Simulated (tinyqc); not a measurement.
Inside a calculation (part 1 of 2). Method: LCCD on RHF in the sto-6g basis, for BH3, spin multiplicity 1. Computed by tinyqc, a small Python program that keeps every step (integrals from PySCF). Settings: charge = 0, multiplicity = 1, basis = sto-6g, method = RHF, energy threshold = 1e-10, iteration cap = 83, orthogonalisation = canonical, start = core, DIIS depth = 6, amplitude equations = LCCD, DIIS depth for amplitudes = 4, cap on updates = 59. Command: `OMP_NUM_THREADS=1 python tinyqc.py 20195 20196 out.jsonl` (the two numbers bound the seeds that draw the settings). One thread of a shared host (Intel(R) Xeon(R) Processor @ 2.60GHz), about 0.3 s of CPU time with the checks. The early iterations of the SCF are left out here.

## One-electron integrals

Geometry (angstrom):
```
atom,x,y,z
B,0.000000,0.000000,0.042000
H,1.166000,0.000000,0.000000
H,-0.583000,1.010000,0.000000
H,-0.583000,-1.010000,0.000000
```

Basis sto-6g: exponents (1/bohr^2) and contraction coefficients of normalised primitives:
```
element,l (shell),exponent,coefficient
B,s (1),506.011147,0.009164
B,s (1),92.776814,0.049362
B,s (1),25.955658,0.168538
B,s (1),8.916445,0.370563
B,s (1),3.462507,0.416492
B,s (1),1.426054,0.130334
B,s (2),23.194575,-0.013253
B,s (2),4.590810,-0.046992
B,s (2),1.426819,-0.033785
B,s (2),0.548948,0.250242
B,s (2),0.238410,0.595117
B,s (2),0.109280,0.240706
B,p (3),23.194575,0.003760
B,p (3),4.590810,0.037679
B,p (3),1.426819,0.173897
B,p (3),0.548948,0.418036
B,p (3),0.238410,0.425859
B,p (3),0.109280,0.101708
H,s (1),35.523221,0.009164
H,s (1),6.513144,0.049361
H,s (1),1.822143,0.168538
H,s (1),0.625955,0.370563
H,s (1),0.243077,0.416492
H,s (1),0.100112,0.130334
```

Overlap, kinetic and nuclear-attraction integrals over the contracted functions; the nuclear repulsion is the sum of Za Zb / Rab.

nuclear repulsion = 7.58845401 hartree

overlap S:
```
,1B 1s,1B 2s,1B 2px,1B 2py,1B 2pz,2H 1s,3H 1s,4H 1s
1B 1s,1.000000,0.264891,0.000000,0.000000,0.000000,0.072794,0.072764,0.072764
1B 2s,0.264891,1.000000,0.000000,0.000000,0.000000,0.488246,0.488149,0.488149
1B 2px,0.000000,0.000000,1.000000,0.000000,0.000000,0.495611,-0.247736,-0.247736
1B 2py,0.000000,0.000000,0.000000,1.000000,0.000000,0.000000,0.429183,-0.429183
1B 2pz,0.000000,0.000000,0.000000,0.000000,1.000000,-0.017852,-0.017847,-0.017847
2H 1s,0.072794,0.488246,0.495611,0.000000,-0.017852,1.000000,0.116179,0.116179
3H 1s,0.072764,0.488149,-0.247736,0.429183,-0.017847,0.116179,1.000000,0.116119
4H 1s,0.072764,0.488149,-0.247736,-0.429183,-0.017847,0.116179,0.116119,1.000000
```

kinetic energy T (hartree):
```
,1B 1s,1B 2s,1B 2px,1B 2py,1B 2pz,2H 1s,3H 1s,4H 1s
1B 1s,10.947243,-0.333880,0.000000,0.000000,0.000000,-0.010281,-0.010285,-0.010285
1B 2s,-0.333880,0.374498,0.000000,0.000000,0.000000,0.094241,0.094192,0.094192
1B 2px,0.000000,0.000000,1.125026,0.000000,0.000000,0.241853,-0.120862,-0.120862
1B 2py,0.000000,0.000000,0.000000,1.125026,0.000000,0.000000,0.209383,-0.209383
1B 2pz,0.000000,0.000000,0.000000,0.000000,1.125026,-0.008712,-0.008707,-0.008707
2H 1s,-0.010281,0.094241,0.241853,0.000000,-0.008712,0.768522,-0.011758,-0.011758
3H 1s,-0.010285,0.094192,-0.120862,0.209383,-0.008707,-0.011758,0.768522,-0.011760
4H 1s,-0.010285,0.094192,-0.120862,-0.209383,-0.008707,-0.011758,-0.011760,0.768522
```

nuclear attraction V (hartree):
```
,1B 1s,1B 2s,1B 2px,1B 2py,1B 2pz,2H 1s,3H 1s,4H 1s
1B 1s,-24.752214,-3.104566,-0.000010,0.000000,0.002194,-0.941818,-0.941415,-0.941415
1B 2s,-3.104566,-5.057839,-0.000061,0.000000,0.017911,-2.186993,-2.186417,-2.186417
1B 2px,-0.000010,-0.000061,-5.120041,0.000000,0.000003,-2.103860,1.051541,1.051541
1B 2py,0.000000,0.000000,0.000000,-5.120048,0.000000,0.000000,-1.821738,1.821738
1B 2pz,0.002194,0.017911,0.000003,0.000000,-4.932987,0.079609,0.079581,0.079581
2H 1s,-0.941818,-2.186993,-2.103860,0.000000,0.079609,-3.995345,-0.502723,-0.502723
3H 1s,-0.941415,-2.186417,1.051541,-1.821738,0.079581,-0.502723,-3.994976,-0.502455
4H 1s,-0.941415,-2.186417,1.051541,1.821738,0.079581,-0.502723,-0.502455,-3.994976
```

core Hamiltonian H = T + V (hartree):
```
,1B 1s,1B 2s,1B 2px,1B 2py,1B 2pz,2H 1s,3H 1s,4H 1s
1B 1s,-13.804970,-3.438446,-0.000010,0.000000,0.002194,-0.952099,-0.951700,-0.951700
1B 2s,-3.438446,-4.683341,-0.000061,0.000000,0.017911,-2.092752,-2.092225,-2.092225
1B 2px,-0.000010,-0.000061,-3.995015,0.000000,0.000003,-1.862007,0.930679,0.930679
1B 2py,0.000000,0.000000,0.000000,-3.995022,0.000000,0.000000,-1.612355,1.612355
1B 2pz,0.002194,0.017911,0.000003,0.000000,-3.807961,0.070897,0.070874,0.070874
2H 1s,-0.952099,-2.092752,-1.862007,0.000000,0.070897,-3.226823,-0.514481,-0.514481
3H 1s,-0.951700,-2.092225,0.930679,-1.612355,0.070874,-0.514481,-3.226454,-0.514215
4H 1s,-0.951700,-2.092225,0.930679,1.612355,0.070874,-0.514481,-0.514215,-3.226454
```

## Two-electron integrals

Functions are numbered as in S; the eight-fold symmetry (ij|kl) = (ji|kl) = (kl|ij) leaves the list below.

Two-electron integrals (ij|kl) in chemists' order, unique and non-zero (hartree):
```
i,j,k,l,(ij|kl)
1,1,1,1,2.924993
2,1,1,1,0.480756
2,1,2,1,0.099484
2,2,1,1,0.743449
2,2,2,1,0.188967
2,2,2,2,0.544922
3,1,3,1,0.021096
3,2,3,1,0.030854
3,2,3,2,0.120443
3,3,1,1,0.743450
3,3,2,1,0.188967
3,3,2,2,0.544922
3,3,3,3,0.587109
4,1,4,1,0.021096
4,2,4,1,0.030854
4,2,4,2,0.120443
4,3,4,3,0.031641
4,4,1,1,0.743450
4,4,2,1,0.188967
4,4,2,2,0.544922
4,4,3,3,0.523827
4,4,4,4,0.587109
5,1,5,1,0.021096
5,2,5,1,0.030854
5,2,5,2,0.120443
5,3,5,3,0.031641
5,4,5,4,0.031641
5,5,1,1,0.743450
5,5,2,1,0.188967
5,5,2,2,0.544922
5,5,3,3,0.523827
5,5,4,4,0.523827
5,5,5,5,0.587109
6,1,1,1,0.137631
6,1,2,1,0.027546
6,1,2,2,0.051739
6,1,3,1,0.002157
6,1,3,2,0.004071
6,1,3,3,0.052302
6,1,4,4,0.051456
6,1,5,1,-0.000078
6,1,5,2,-0.000147
6,1,5,3,-0.000030
6,1,5,5,0.051457
6,1,6,1,0.007914
6,2,1,1,0.295537
6,2,2,1,0.076185
6,2,2,2,0.237789
6,2,3,1,0.008892
6,2,3,2,0.050040
6,2,3,3,0.250555
6,2,4,4,0.231393
6,2,5,1,-0.000320
6,2,5,2,-0.001802
6,2,5,3,-0.000690
6,2,5,5,0.231418
6,2,6,1,0.022295
6,2,6,2,0.137606
6,3,1,1,0.265975
6,3,2,1,0.069608
6,3,2,2,0.228953
6,3,3,1,0.015482
6,3,3,2,0.081413
6,3,3,3,0.253176
6,3,4,4,0.216831
6,3,5,1,-0.000253
6,3,5,2,-0.001592
6,3,5,3,-0.000962
6,3,5,5,0.216853
6,3,6,1,0.021533
6,3,6,2,0.155531
6,3,6,3,0.188274
6,4,4,1,0.008451
6,4,4,2,0.037206
6,4,4,3,0.009645
6,4,5,4,-0.000347
6,4,6,4,0.016169
6,5,1,1,-0.009581
6,5,2,1,-0.002507
6,5,2,2,-0.008247
6,5,3,1,-0.000253
6,5,3,2,-0.001592
6,5,3,3,-0.008425
6,5,4,4,-0.007810
6,5,5,1,0.008460
6,5,5,2,0.037263
6,5,5,3,0.009667
6,5,5,5,-0.008506
6,5,6,1,-0.000776
6,5,6,2,-0.005602
6,5,6,3,-0.006199
6,5,6,5,0.016392
6,6,1,1,0.445614
6,6,2,1,0.117341
6,6,2,2,0.410364
6,6,3,1,0.017756
6,6,3,2,0.128088
6,6,3,3,0.459256
6,6,4,4,0.385870
6,6,5,1,-0.000640
6,6,5,2,-0.004614
6,6,5,3,-0.002643
6,6,5,5,0.385966
6,6,6,1,0.035340
6,6,6,2,0.294838
6,6,6,3,0.363903
6,6,6,5,-0.013108
6,6,6,6,0.774999
7,1,1,1,0.137573
7,1,2,1,0.027534
7,1,2,2,0.051717
7,1,3,1,-0.001078
7,1,3,2,-0.002034
7,1,3,3,0.051646
7,1,4,1,0.001867
7,1,4,2,0.003524
7,1,4,3,-0.000366
7,1,4,4,0.052069
7,1,5,1,-0.000078
7,1,5,2,-0.000147
7,1,5,3,0.000015
7,1,5,4,-0.000026
7,1,5,5,0.051436
7,1,6,1,0.007543
7,1,6,2,0.020232
7,1,6,3,0.017980
7,1,6,4,0.000903
7,1,6,5,-0.000704
7,1,6,6,0.030855
7,1,7,1,0.007907
7,2,1,1,0.295457
7,2,2,1,0.076165
7,2,2,2,0.237731
7,2,3,1,-0.004444
7,2,3,2,-0.025011
7,2,3,3,0.236125
7,2,4,1,0.007699
7,2,4,2,0.043330
7,2,4,3,-0.008295
7,2,4,4,0.245707
7,2,5,1,-0.000320
7,2,5,2,-0.001802
7,2,5,3,0.000345
7,2,5,4,-0.000598
7,2,5,5,0.231361
7,2,6,1,0.020235
7,2,6,2,0.094291
7,2,6,3,0.084418
7,2,6,4,0.011329
7,2,6,5,-0.003747
7,2,6,6,0.156778
7,2,7,1,0.022280
7,2,7,2,0.137548
7,3,1,1,-0.132940
7,3,2,1,-0.034792
7,3,2,2,-0.114439
7,3,3,1,0.010205
7,3,3,2,0.048241
7,3,3,3,-0.120151
7,3,4,1,-0.003044
7,3,4,2,-0.019138
7,3,4,3,0.012042
7,3,4,4,-0.114774
7,3,5,1,0.000127
7,3,5,2,0.000796
7,3,5,3,-0.000501
7,3,5,4,0.000266
7,3,5,5,-0.108390
7,3,6,1,-0.008209
7,3,6,2,-0.032395
7,3,6,3,-0.020183
7,3,6,4,-0.002760
7,3,6,5,0.001266
7,3,6,6,-0.045035
7,3,7,1,-0.010758
7,3,7,2,-0.077725
7,3,7,3,0.059161
7,4,1,1,0.230307
7,4,2,1,0.060274
7,4,2,2,0.198255
7,4,3,1,-0.003044
7,4,3,2,-0.019138
7,4,3,3,0.191450
7,4,4,1,0.013721
7,4,4,2,0.070349
7,4,4,3,-0.011215
7,4,4,4,0.215539
7,4,5,1,-0.000219
7,4,5,2,-0.001379
7,4,5,3,0.000266
7,4,5,4,-0.000808
7,4,5,5,0.187777
7,4,6,1,0.016027
7,4,6,2,0.078781
7,4,6,3,0.070191
7,4,6,4,0.018742
7,4,6,5,-0.003063
7,4,6,6,0.130981
7,4,7,1,0.018638
7,4,7,2,0.134652
7,4,7,3,-0.074494
7,4,7,4,0.145215
7,5,1,1,-0.009577
7,5,2,1,-0.002506
7,5,2,2,-0.008244
7,5,3,1,0.000127
7,5,3,2,0.000796
7,5,3,3,-0.007961
7,5,4,1,-0.000219
7,5,4,2,-0.001379
7,5,4,3,0.000266
7,5,4,4,-0.008268
7,5,5,1,0.008457
7,5,5,2,0.037252
7,5,5,3,-0.004831
7,5,5,4,0.008370
7,5,5,5,-0.008503
7,5,6,1,-0.000704
7,5,6,2,-0.003747
7,5,6,3,-0.003285
7,5,6,4,-0.000435
7,5,6,5,0.010317
7,5,6,6,-0.006548
7,5,7,1,-0.000775
7,5,7,2,-0.005599
7,5,7,3,0.003098
7,5,7,4,-0.005367
7,5,7,5,0.016384
7,6,1,1,0.068009
7,6,2,1,0.017500
7,6,2,2,0.055118
7,6,3,1,0.000863
7,6,3,2,0.004864
7,6,3,3,0.055656
7,6,4,1,0.001494
7,6,4,2,0.008426
7,6,4,3,0.000389
7,6,4,4,0.056106
7,6,5,1,-0.000124
7,6,5,2,-0.000701
7,6,5,3,-0.000099
7,6,5,4,-0.000172
7,6,5,5,0.053591
7,6,6,1,0.004930
7,6,6,2,0.027565
7,6,6,3,0.028786
7,6,6,4,0.002967
7,6,6,5,-0.001222
7,6,6,6,0.053739
7,6,7,1,0.004928
7,6,7,2,0.027560
7,6,7,3,-0.011820
7,6,7,4,0.026411
7,6,7,5,-0.001222
7,6,7,6,0.006828
7,7,1,1,0.445549
7,7,2,1,0.117324
7,7,2,2,0.410321
7,7,3,1,-0.008875
7,7,3,2,-0.064026
7,7,3,3,0.404169
7,7,4,1,0.015375
7,7,4,2,0.110920
7,7,4,3,-0.031770
7,7,4,4,0.440869
7,7,5,1,-0.000639
7,7,5,2,-0.004613
7,7,5,3,0.001321
7,7,5,4,-0.002289
7,7,5,5,0.385925
7,7,6,1,0.030863
7,7,6,2,0.156801
7,7,6,3,0.135961
7,7,6,4,0.026482
7,7,6,5,-0.006549
7,7,6,6,0.261158
7,7,7,1,0.035320
7,7,7,2,0.294767
7,7,7,3,-0.181890
7,7,7,4,0.315109
7,7,7,5,-0.013104
7,7,7,6,0.053739
7,7,7,7,0.774999
8,1,1,1,0.137573
8,1,2,1,0.027534
8,1,2,2,0.051717
8,1,3,1,-0.001078
8,1,3,2,-0.002034
8,1,3,3,0.051646
8,1,4,1,-0.001867
8,1,4,2,-0.003524
8,1,4,3,0.000366
8,1,4,4,0.052069
8,1,5,1,-0.000078
8,1,5,2,-0.000147
8,1,5,3,0.000015
8,1,5,4,0.000026
8,1,5,5,0.051436
8,1,6,1,0.007543
8,1,6,2,0.020232
8,1,6,3,0.017980
8,1,6,4,-0.000903
8,1,6,5,-0.000704
8,1,6,6,0.030855
8,1,7,1,0.007540
8,1,7,2,0.020227
8,1,7,3,-0.009768
8,1,7,4,0.015118
8,1,7,5,-0.000704
8,1,7,6,0.004562
8,1,7,7,0.030850
8,1,8,1,0.007907
8,2,1,1,0.295457
8,2,2,1,0.076165
8,2,2,2,0.237731
8,2,3,1,-0.004444
8,2,3,2,-0.025011
8,2,3,3,0.236125
8,2,4,1,-0.007699
8,2,4,2,-0.043330
8,2,4,3,0.008295
8,2,4,4,0.245707
8,2,5,1,-0.000320
8,2,5,2,-0.001802
8,2,5,3,0.000345
8,2,5,4,0.000598
8,2,5,5,0.231361
8,2,6,1,0.020235
8,2,6,2,0.094291
8,2,6,3,0.084418
8,2,6,4,-0.011329
8,2,6,5,-0.003747
8,2,6,6,0.156778
8,2,7,1,0.020227
8,2,7,2,0.094264
8,2,7,3,-0.051999
8,2,7,4,0.067434
8,2,7,5,-0.003746
8,2,7,6,0.020600
8,2,7,7,0.156754
8,2,8,1,0.022280
8,2,8,2,0.137548
8,3,1,1,-0.132940
8,3,2,1,-0.034792
8,3,2,2,-0.114439
8,3,3,1,0.010205
8,3,3,2,0.048241
8,3,3,3,-0.120151
8,3,4,1,0.003044
8,3,4,2,0.019138
8,3,4,3,-0.012042
8,3,4,4,-0.114774
8,3,5,1,0.000127
8,3,5,2,0.000796
8,3,5,3,-0.000501
8,3,5,4,-0.000266
8,3,5,5,-0.108390
8,3,6,1,-0.008209
8,3,6,2,-0.032395
8,3,6,3,-0.020183
8,3,6,4,0.002760
8,3,6,5,0.001266
8,3,6,6,-0.045035
8,3,7,1,-0.009768
8,3,7,2,-0.051999
8,3,7,3,0.038186
8,3,7,4,-0.036463
8,3,7,5,0.002018
8,3,7,6,-0.008833
8,3,7,7,-0.090875
8,3,8,1,-0.010758
8,3,8,2,-0.077725
8,3,8,3,0.059161
8,4,1,1,-0.230307
8,4,2,1,-0.060274
8,4,2,2,-0.198255
8,4,3,1,0.003044
8,4,3,2,0.019138
8,4,3,3,-0.191450
8,4,4,1,0.013721
8,4,4,2,0.070349
8,4,4,3,-0.011215
8,4,4,4,-0.215539
8,4,5,1,0.000219
8,4,5,2,0.001379
8,4,5,3,-0.000266
8,4,5,4,-0.000808
8,4,5,5,-0.187777
8,4,6,1,-0.016027
8,4,6,2,-0.078781
8,4,6,3,-0.070191
8,4,6,4,0.018742
8,4,6,5,0.003063
8,4,6,6,-0.130981
8,4,7,1,-0.015118
8,4,7,2,-0.067434
8,4,7,3,0.036463
8,4,7,4,-0.039653
8,4,7,5,0.002627
8,4,7,6,-0.015303
8,4,7,7,-0.104492
8,4,8,1,-0.018638
8,4,8,2,-0.134652
8,4,8,3,0.074494
8,4,8,4,0.145215
8,5,1,1,-0.009577
8,5,2,1,-0.002506
8,5,2,2,-0.008244
8,5,3,1,0.000127
8,5,3,2,0.000796
8,5,3,3,-0.007961
8,5,4,1,0.000219
8,5,4,2,0.001379
8,5,4,3,-0.000266
8,5,4,4,-0.008268
8,5,5,1,0.008457
8,5,5,2,0.037252
8,5,5,3,-0.004831
8,5,5,4,-0.008370
8,5,5,5,-0.008503
8,5,6,1,-0.000704
8,5,6,2,-0.003747
8,5,6,3,-0.003285
8,5,6,4,0.000435
8,5,6,5,0.010317
8,5,6,6,-0.006548
8,5,7,1,-0.000704
8,5,7,2,-0.003746
8,5,7,3,0.002018
8,5,7,4,-0.002627
8,5,7,5,0.010313
8,5,7,6,-0.000889
8,5,7,7,-0.006547
8,5,8,1,-0.000775
8,5,8,2,-0.005599
8,5,8,3,0.003098
8,5,8,4,0.005367
8,5,8,5,0.016384
8,6,1,1,0.068009
8,6,2,1,0.017500
8,6,2,2,0.055118
8,6,3,1,0.000863
8,6,3,2,0.004864
8,6,3,3,0.055656
8,6,4,1,-0.001494
8,6,4,2,-0.008426
8,6,4,3,-0.000389
8,6,4,4,0.056106
8,6,5,1,-0.000124
8,6,5,2,-0.000701
8,6,5,3,-0.000099
8,6,5,4,0.000172
8,6,5,5,0.053591
8,6,6,1,0.004930
8,6,6,2,0.027565
8,6,6,3,0.028786
8,6,6,4,-0.002967
8,6,6,5,-0.001222
8,6,6,6,0.053739
8,6,7,1,0.004562
8,6,7,2,0.020600
8,6,7,3,-0.008833
8,6,7,4,0.015303
8,6,7,5,-0.000889
8,6,7,6,0.005403
8,6,7,7,0.033564
8,6,8,1,0.004928
8,6,8,2,0.027560
8,6,8,3,-0.011820
8,6,8,4,-0.026411
8,6,8,5,-0.001222
8,6,8,6,0.006828
8,7,1,1,0.067974
8,7,2,1,0.017491
8,7,2,2,0.055089
8,7,3,1,-0.001724
8,7,3,2,-0.009722
8,7,3,3,0.056301
8,7,4,4,0.055403
8,7,5,1,-0.000124
8,7,5,2,-0.000700
8,7,5,3,0.000198
8,7,5,5,0.053564
8,7,6,1,0.004562
8,7,6,2,0.020595
8,7,6,3,0.017664
8,7,6,5,-0.000889
8,7,6,6,0.033550
8,7,7,1,0.004926
8,7,7,2,0.027544
8,7,7,3,-0.016948
8,7,7,4,0.023431
8,7,7,5,-0.001221
8,7,7,6,0.005400
8,7,7,7,0.053707
8,7,8,1,0.004926
8,7,8,2,0.027544
8,7,8,3,-0.016948
8,7,8,4,-0.023431
8,7,8,5,-0.001221
8,7,8,6,0.005400
8,7,8,7,0.006821
8,8,1,1,0.445549
8,8,2,1,0.117324
8,8,2,2,0.410321
8,8,3,1,-0.008875
8,8,3,2,-0.064026
8,8,3,3,0.404169
8,8,4,1,-0.015375
8,8,4,2,-0.110920
8,8,4,3,0.031770
8,8,4,4,0.440869
8,8,5,1,-0.000639
8,8,5,2,-0.004613
8,8,5,3,0.001321
8,8,5,4,0.002289
8,8,5,5,0.385925
8,8,6,1,0.030863
8,8,6,2,0.156801
8,8,6,3,0.135961
8,8,6,4,-0.026482
8,8,6,5,-0.006549
8,8,6,6,0.261158
8,8,7,1,0.030850
8,8,7,2,0.156754
8,8,7,3,-0.090875
8,8,7,4,0.104492
8,8,7,5,-0.006547
8,8,7,6,0.033564
8,8,7,7,0.261118
8,8,8,1,0.035320
8,8,8,2,0.294767
8,8,8,3,-0.181890
8,8,8,4,-0.315109
8,8,8,5,-0.013104
8,8,8,6,0.053739
8,8,8,7,0.053707
8,8,8,8,0.774999
```

## Orthogonalisation

S = U s U^T; canonical form X = U s^(-1/2), so that X^T S X = 1. Each column of U has its largest component positive (the first on a tie).

eigenvalues of S: 0.243067  0.332185  0.332214  0.947346  1.001617  1.551616  1.551667  2.040287

X:
```
,1,2,3,4,5,6,7,8
1B 1s,-0.326551,0.000267,0.000000,0.965689,0.164473,-0.000050,0.000000,0.176464
1B 2s,1.540783,-0.000912,0.000000,-0.049464,0.025499,-0.000106,0.000000,0.453703
1B 2px,0.000967,1.166943,0.000000,-0.000016,0.000000,0.594097,0.000000,0.000096
1B 2py,0.000000,0.000000,1.166936,0.000000,0.000000,0.000000,0.594069,0.000000
1B 2pz,-0.052156,0.000027,0.000000,-0.175816,0.983887,0.000002,0.000000,-0.014945
2H 1s,-0.738120,-1.047930,0.000000,-0.172852,-0.029715,0.440802,0.000000,0.290434
3H 1s,-0.736850,0.524621,-0.907846,-0.172902,-0.029723,-0.220491,0.381805,0.290315
4H 1s,-0.736850,0.524621,0.907846,-0.172902,-0.029723,-0.220491,-0.381805,0.290315
```

## Iteration 7 (converged): orbitals

converged F (hartree):
```
,1B 1s,1B 2s,1B 2px,1B 2py,1B 2pz,2H 1s,3H 1s,4H 1s
1B 1s,-7.520985,-2.113718,-0.000003,0.000000,-0.000696,-0.587307,-0.587064,-0.587064
1B 2s,-2.113718,-1.064896,-0.000054,0.000000,0.012339,-0.582798,-0.582669,-0.582669
1B 2px,-0.000003,-0.000054,-0.219471,0.000000,0.000004,-0.401311,0.200603,0.200603
1B 2py,0.000000,0.000000,0.000000,-0.219454,0.000000,0.000000,-0.347527,0.347527
1B 2pz,-0.000696,0.012339,0.000004,0.000000,0.232664,0.011416,0.011412,0.011412
2H 1s,-0.587307,-0.582798,-0.401311,0.000000,0.011416,-0.423603,-0.171138,-0.171138
3H 1s,-0.587064,-0.582669,0.200603,-0.347527,0.011412,-0.171138,-0.423473,-0.171055
4H 1s,-0.587064,-0.582669,0.200603,0.347527,0.011412,-0.171138,-0.171055,-0.423473
```

Diagonalise F' = X^T F X, C = X C', fill 4 alpha and 4 beta electrons from the bottom; D = 2 C_occ C_occ^T. Each column has its largest component positive (the first on a tie).

F' = X^T F X (hartree):
```
,1,2,3,4,5,6,7,8
1,0.673023,0.000212,0.000000,0.541025,0.085328,0.000039,0.000000,0.117526
2,0.000212,0.757781,0.000000,-0.000618,-0.000103,0.088055,0.000000,-0.000157
3,0.000000,0.000000,0.757760,0.000000,0.000000,0.000000,0.088035,0.000000
4,0.541025,-0.000618,0.000000,-6.315082,-1.181285,0.000512,0.000000,-2.329992
5,0.085328,-0.000103,0.000000,-1.181285,0.019583,0.000096,0.000000,-0.430515
6,0.000039,0.088055,0.000000,0.000512,0.000096,-0.466345,0.000000,0.000208
7,0.000000,0.000000,0.088035,0.000000,0.000000,0.000000,-0.466344,0.000000
8,0.117526,-0.000157,0.000000,-2.329992,-0.430515,0.000208,0.000000,-1.627022
```

orbital energies (hartree): MO1 -7.523489, MO2 -0.675645, MO3 -0.472647, MO4 -0.472643, MO5 0.232532, MO6 0.717103, MO7 0.764059, MO8 0.764083

coefficients C:
```
,MO1,MO2,MO3,MO4,MO5,MO6,MO7,MO8
1B 1s,0.994185,-0.220342,0.000034,0.000000,-0.013416,-0.245453,0.000000,-0.000697
1B 2s,0.024975,0.543597,-0.000133,0.000000,0.064134,1.510862,0.000000,0.004476
1B 2px,0.000002,0.000088,0.509283,0.000000,0.000001,-0.003291,0.000000,1.206369
1B 2py,0.000000,0.000000,0.000000,0.509273,0.000000,0.000000,1.206358,0.000000
1B 2pz,-0.000162,-0.006950,-0.000001,0.000000,0.998092,-0.075179,0.000000,-0.000218
2H 1s,-0.004444,0.282997,0.514516,0.000000,-0.019965,-0.757606,0.000000,-1.016464
3H 1s,-0.004443,0.282871,-0.257341,0.445622,-0.019972,-0.761777,-0.878283,0.504866
4H 1s,-0.004443,0.282871,-0.257341,-0.445622,-0.019972,-0.761777,0.878283,0.504866
```

D after iteration 7:
```
,1B 1s,1B 2s,1B 2px,1B 2py,1B 2pz,2H 1s,3H 1s,4H 1s
1B 1s,2.073907,-0.189895,-0.000001,0.000000,0.002741,-0.133514,-0.133508,-0.133508
1B 2s,-0.189895,0.592242,-0.000040,0.000000,-0.007564,0.307313,0.307382,0.307382
1B 2px,-0.000001,-0.000040,0.518738,0.000000,-0.000003,0.524118,-0.262069,-0.262069
1B 2py,0.000000,0.000000,0.000000,0.518718,0.000000,0.000000,0.453887,-0.453887
1B 2pz,0.002741,-0.007564,-0.000003,0.000000,0.000097,-0.003934,-0.003930,-0.003930
2H 1s,-0.133514,0.307313,0.524118,0.000000,-0.003934,0.689667,-0.104670,-0.104670
3H 1s,-0.133508,0.307382,-0.262069,0.453887,-0.003930,-0.104670,0.689678,-0.104638
4H 1s,-0.133508,0.307382,-0.262069,-0.453887,-0.003930,-0.104670,-0.104638,0.689678
```

Within a degenerate level the vectors are fixed only up to a rotation; this is one choice.

## Convergence

Stop when the energy changes by less than 1e-10 hartree and every element of the error matrix X^T (F D S - S D F) X is below 3e-06.

Course of the cycle:
```
iteration,E (hartree),change,largest element of the error matrix
1,-24.18007968,-,9.73e-01
2,-26.32697207,-2.15e+00,1.46e-01
3,-26.33032386,-3.35e-03,1.12e-02
4,-26.33035775,-3.39e-05,9.51e-04
5,-26.33035903,-1.28e-06,5.86e-05
6,-26.33035903,-1.08e-09,9.57e-07
7,-26.33035903,-1.25e-12,1.74e-07
```

PySCF RHF in the same basis = -26.33035903 hartree

Converged in 7 iterations.
